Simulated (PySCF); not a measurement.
fluorine (F₂), SMILES FF. Coordinates come from a PBE-D3(BJ)/def2-TZVPD optimisation.

Method: PySCF with PBE-D3(BJ)/def2-TZVPD.

Harmonic wavenumbers (cm⁻¹): 996. Rotational constants (GHz): 26.64 (linear); symmetry number 2.

Q: Work out the zero-point energy and the ideal-gas rigid-rotor harmonic-oscillator thermochemistry at 298.15 K and 1 atm.

A: ZPE = ½ Σ hcν = ½ × 996 cm⁻¹ = 1.42 kcal/mol. H − E(el) = 3.52 kcal/mol. Entropy in cal/(mol K): translation 36.83, rotation 11.44, vibration 0.10, total 48.37. G − E(el) = -10.90 kcal/mol. Cp = 7.34 cal/(mol K).
